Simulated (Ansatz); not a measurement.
Frontier orbitals of C₃H₆F₂O, SMILES `CC(F)OCF`.

| atom | x (Å) | y (Å) | z (Å) |
| --- | --- | --- | --- |
| C1 | -0.4113 | -1.0160 | 1.4141 |
| C2 | -0.4493 | 0.0226 | 0.3363 |
| F3 | -0.7018 | 1.2640 | 0.8965 |
| O4 | 0.7883 | 0.0614 | -0.2945 |
| C5 | 0.8257 | 0.8047 | -1.4543 |
| F6 | 0.2149 | 0.1224 | -2.4830 |
| H7 | 0.4057 | -0.7958 | 2.1025 |
| H8 | -0.2508 | -2.0003 | 0.9733 |
| H9 | -1.3541 | -1.0174 | 1.9609 |
| H10 | -1.2484 | -0.1469 | -0.3938 |
| H11 | 1.8758 | 0.9406 | -1.7135 |
| H12 | 0.3054 | 1.7607 | -1.3445 |

Charge 0, multiplicity 1. Geometry: relaxed with PBE0-D4/def2-TZVP. It is one conformer, not always the lowest. Basis def2-TZVPP, the Gaussian-basis code of Ansatz.

Orbital energies of one run (eV). Highest occupied ones, from the top: -7.57, -7.61, -8.49, -8.89, -8.97, -9.80, -9.98, -10.21, -11.22, -12.33, -12.90, -13.30, -13.81, -15.47. Empty: 0.66, 1.02, 1.56, 1.95, 2.09, 2.27.

(1) Which functional gave them?
A. ωB97M-V
B. LC-ωPBE
C. PBE
D. r2SCAN

## Answers

(1) C. HOMO energies: PBE -7.57, r2SCAN -7.95, LC-ωPBE -12.10, ωB97M-V -11.71 eV.

LC-ωPBE has ω = 0.4 bohr⁻¹.
